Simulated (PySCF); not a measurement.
From one molecule to another.

First species: cyclopropanecarboxamide, C4H7NO.
SMILES: `NC(=O)C1CC1`

Second species: 1,3-hexadiyne, C6H6.
InChI=1S/C6H6/c1-3-5-6-4-2/h1H,4H2,2H3

Levels: CAM-B3LYP/def2-SVPD for dipole moment, HOMO energy, LUMO energy, HOMO–LUMO gap, static isotropic polarisability and electronic spatial extent ⟨r²⟩ about the centre of nuclear charge; TDDFT CAM-B3LYP/def2-SVPD for lowest singlet excitation; PBE0-D3(BJ)/def2-SVP for rotational constant A and rotational constant C. Geometries: PBE0-D3(BJ)/def2-SVP. All species are isolated and taken at one optimised geometry, non-relativistic unless stated; the electronic structure was computed with PySCF and density fitting.

The conformers computed, where there is a choice (atom-mapped SMILES and torsion angles):
- `[NH2:1][C:2](=[O:3])[CH:4]1[CH2:5][CH2:6]1`: N1–C2–C4–C5 147°, H–N1–C2–O3 1°, H–N1–C2–O3 179°

Values for the first species:

* Dipole moment: 3.79 D
* HOMO energy: -8.95 eV
* LUMO energy: 1.21 eV
* HOMO–LUMO gap: 10.16 eV
* Lowest singlet excitation: 5.87 eV
* Static isotropic polarisability: 57.8 au
* Electronic spatial extent ⟨r²⟩ about the centre of nuclear charge: 566 bohr²
* Rotational constant A: 7.504 GHz
* Rotational constant C: 2.380 GHz

Q: Estimate the same properties for the second species, and the change in each.

A: 
```csv
property,first,second,second less first
dipole moment,3.79 D,1.31 D,-2.48 D
HOMO energy,-8.95 eV,-8.37 eV,+0.58 eV
LUMO energy,1.21 eV,0.51 eV,-0.70 eV
HOMO–LUMO gap,10.16 eV,8.88 eV,-1.28 eV
lowest singlet excitation,5.87 eV,4.67 eV,-1.20 eV
static isotropic polarisability,57.8 au,77.5 au,+19.7 au
electronic spatial extent ⟨r²⟩ about the centre of nuclear charge,566 bohr²,906 bohr²,+340 bohr²
rotational constant A,7.504 GHz,21.877 GHz,+14.373 GHz
rotational constant C,2.380 GHz,1.270 GHz,-1.110 GHz
```

On the first: S1 lies 4.29 eV below the HOMO–LUMO gap; its leading configuration is HOMO→LUMO+1, weight 0.91. The 10 singlets span 5.87 to 8.51 eV, and their oscillator strengths add up to 0.58.

On the second: The dipole matches unit charges of opposite sign 0.27 Å apart (1 e·Å = 4.8032 D). S1 lies 4.21 eV below the HOMO–LUMO gap.
